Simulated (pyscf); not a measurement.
Single points on ωB97X-D3(BJ)/def2-SVP structures (PySCF, gas phase).

### Question
PBE/def2-TZVP puts the barrier of HO–GaH–OH + H₂ → HO–GaH₂ + H₂O (four-centre exchange; singlet surface; Ga–O, H–H broken, Ga–H, H–O formed) at 19.9 kcal/mol and the reaction energy at +11.2 kcal/mol, from the separated reactants. What do PBE0-D3(BJ)/def2-TZVP, M06-2X/def2-TZVP, ωB97M-D3(BJ)/def2-TZVP give on the same structures?

### Answer
PBE0-D3(BJ): ΔE‡ = 20.6 kcal/mol, ΔE = +10.4 kcal/mol; M06-2X: ΔE‡ = 24.1 kcal/mol, ΔE = +15.7 kcal/mol; ωB97M-D3(BJ): ΔE‡ = 23.7 kcal/mol, ΔE = +10.6 kcal/mol. PBE's barrier lies under all of them, by 0.7 to 4.2 kcal/mol. Its reaction energy lies among theirs. On the product side the descent ends in an adduct with a Ga–O contact, 16.8 kcal/mol under the separated species and 28.4 kcal/mol under the saddle at ωB97X-D3(BJ)/def2-TZVP. What is counted as broken (Ga–O) persists as a longer contact in the product adduct; parting that adduct is a step of its own. At the saddle there is also a short Ga–H contact that neither side keeps. This is the saddle that the search found; another between the same sides may lie lower. Elements up to Kr have no core potential and no relativistic terms here.
